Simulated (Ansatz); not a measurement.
System: cyclobutane, C$_{4}$H$_{8}$, charge 0, multiplicity 1. 
Coordinates optimised at B3LYP-D3(BJ)/def2-TZVP (Ansatz, a program for electronic structure):
```
C
H 1 1.0899
H 1 1.0911 2 108.56
C 1 1.5494 2 117.79 3 127.92
H 4 1.0899 1 117.79 2 -99.90
H 4 1.0911 5 108.56 1 -127.92
C 1 1.5494 2 117.79 3 -127.92
H 7 1.0899 1 117.79 2 99.90
H 7 1.0911 8 108.56 1 127.92
C 7 1.5494 8 117.79 9 127.92
H 10 1.0899 7 117.79 8 -99.90
H 10 1.0911 11 108.56 4 127.92
```
Charge 0, spin multiplicity 1.

Wanted: atomisation energy (electronic, to ground-state atoms), in kJ/mol. Cores are frozen in the correlated levels unless marked. UHF or UKS for open shells. Spin-orbit coupling is left out. No relativistic terms. The coupled-cluster limit lacks core correlation, which all-electron functionals hold. Basis-set limits of correlation are two-point, X^-3; Hartree-Fock from the larger set. The bracket is a focal-point correction in the basis named.

```tsv
level	program	atomisation energy (kJ/mol)
HF/cc-pVTZ	Ansatz	3637.5
PBE-D3(BJ)/def2-TZVPD	Ansatz + dftd3	4901.9
BLYP/def2-TZVPD	Ansatz	4727.8
PBE0-D3(BJ)/def2-TZVPD	Ansatz + dftd3	4850.7
```

Q: What does RI-MP2/CBS(cc-pVTZ,cc-pVQZ)+[CCSD(T)-MP2]/cc-pVTZ (Ansatz) give?

A: 4805.9 kJ/mol, so PBE0-D3(BJ)/def2-TZVPD differs from it by 44.8 kJ/mol.
